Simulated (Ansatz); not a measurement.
Process, species as SMILES: O[O] (O-OH) → [O-]O (an electron is taken up)
B3LYP-D3(BJ)/def2-TZVP geometries, fixed; electronic energies without zero-point terms; positive where energy is released.
Largest species:
```xyz
3

O      0.0587     0.7153    -0.0516
O      0.0423    -0.6096    -0.0011
H     -0.8076    -0.8455     0.4215
```
Charge 0, spin multiplicity 2.

Basis-set convergence of the adiabatic electron affinity at MP2 with Ansatz (a first-principles code). All functions are spherical. Cores are frozen. Open shells are unrestricted. No added dispersion term, no relativity. Functions are those of the species that has most. Reference: Hartree-Fock in aug-cc-pVQZ plus the correlation part extrapolated as X^-3 from aug-cc-pVTZ and aug-cc-pVQZ, 1.342 eV, itself unsure by roughly 0.022 eV (a third of the extrapolation step and of the last Hartree-Fock step). Deviations are taken from unrounded values.

| basis | functions | adiabatic electron affinity (eV) | minus reference (eV) |
|---|---|---|---|
| pcseg-0 | 20 | -0.183 | -1.525 |
| pcseg-1 | 33 | 0.283 | -1.059 |
| 6-311+G** | 50 | 0.912 | -0.429 |
| aug-pcseg-1 | 55 | 1.233 | -0.109 |
| 6-311++G(2d,2p) | 64 | 1.094 | -0.248 |
| def2-TZVP | 68 | 0.729 | -0.613 |
| cc-pVTZ | 74 | 0.449 | -0.893 |
| def2-TZVPD | 89 | 1.180 | -0.162 |
| jun-cc-pV(T+d)Z | 92 | 1.201 | -0.141 |
| aug-pcseg-2 | 115 | 1.233 | -0.109 |
| def2-QZVPPD | 165 | 1.252 | -0.089 |
| aug-cc-pVQZ | 206 | 1.298 | -0.044 |
| cc-pV5Z | 237 | 1.155 | -0.187 |
